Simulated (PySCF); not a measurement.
Structure problem from calculated spectra and properties.

Elements present: C, H and P. Monoisotopic mass: 57.9972 u.

* NMR, other nuclei: isotropic shieldings of nuclei other than C and H, by class: 358 (1 P) ppm [GIAO B97-2/pcSseg-2]
* 13C NMR: chemical shifts (computed TMS as zero) by class: 180.6 (1 C), 16.4 (1 C) ppm [GIAO B97-2/pcSseg-2]
* Rotational structure: rotational constants A, B, C: 160.033, 5.064, 5.064 GHz [PBE0-D3(BJ)/def2-TZVP]
* 1H NMR: chemical shifts (computed TMS as zero) by class: 2.27 (3 H) ppm [GIAO B97-2/pcSseg-2]
* Dipole: 1.67 D [B97-2/pcSseg-2]

Gas-phase values; electronic properties from PySCF, density fitting. Levels stand in brackets. Isolated species at its PBE0-D3(BJ)/def2-TZVP geometry, gas phase. NMR values are class means; diastereotopic atoms form classes of their own.

**Question.** Which formula fits the mass and the elements?

**Answer.** C2H3P (calculated 57.9972). No other formula that holds each of these elements comes within 0.0003 u with a fitting electron parity and a possible valence count.

**Question.** Give a SMILES that accounts for the data.

**Answer.** Numbering: `[CH3:1][C:2]#[P:3]`. 2 carbons fall into 2 classes; from least to most shielded: triply bonded carbon [C2] (180.6 ppm), methyl carbon [C1] (16.4 ppm). All hydrogens form one class (2.27 ppm): methyl hydrogen. The other shieldings belong to: 358 ppm, phosphorus bonded to C [P3]. The optimised geometry has point group C3v and is a prolate symmetric top. Structure: `CC#P` (C2H3P). The assignments are read from this structure; whether some other isomer fits the data as well wasn't checked.
